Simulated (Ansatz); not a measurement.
`F[Si]F` + HCl → `F[Si]Cl` + H–F at 500 K and 1 bar (ligand exchange at the Si–F bond).

Isolated molecules relaxed with PBE0-D4/def2-TZVP in Ansatz; ΔE leaves out vibrations. CCSD(T)/CBS is frozen-core, at the limit of the def2 triple- and quadruple-zeta sets.

```tsv
species	CCSD(T)/CBS energy (Eh)	H − E (kJ/mol)	S (J/(mol·K))
`F[Si]F`	-488.75390	33.3	281.7
HCl	-460.38167	32.5	201.9
`F[Si]Cl`	-848.72277	32.0	301.6
H–F	-100.39431	39.4	188.7
```

H − E and S are ideal-gas, rigid-rotor, harmonic terms from PBE0-D4/def2-TZVP. 1 Eh = 2625.50 kJ/mol, R = 8.31446 J/(mol·K).

Q: By hand: ΔE, ΔH, ΔS and ΔG.

A: ΔE = (-848.72277) + (-100.39431) − (-488.75390) − (-460.38167) = 0.01849 Eh = 48.5 kJ/mol. Δ(H − E) = 32.0 + 39.4 − 33.3 − 32.5 = 5.6, so ΔH = 54.1 kJ/mol. ΔS = 301.6 + 188.7 − 281.7 − 201.9 = 6.7 J/(mol·K). ΔG = 54.1 − 500 × (6.7)/1000 = 50.8 kJ/mol.

Q: By hand: the equilibrium constant, and the temperature at which ΔG would vanish if ΔH and ΔS stayed fixed.

A: log₁₀ K = −ΔG/(RT ln 10) = -5.3. ΔG = 0 at ΔH/ΔS = 8075 K, far beyond where these terms or the molecules hold.

The number of gas molecules stays the same, so ΔS is small and ΔH decides. A doubt of 5 kJ/mol in ΔE shifts log₁₀ K by 0.5 here. These are equilibria of isolated gas molecules and say nothing of rates. Largest T1 diagnostic: 0.015 (customary marks: 0.02 for closed shells, 0.045 for open ones).
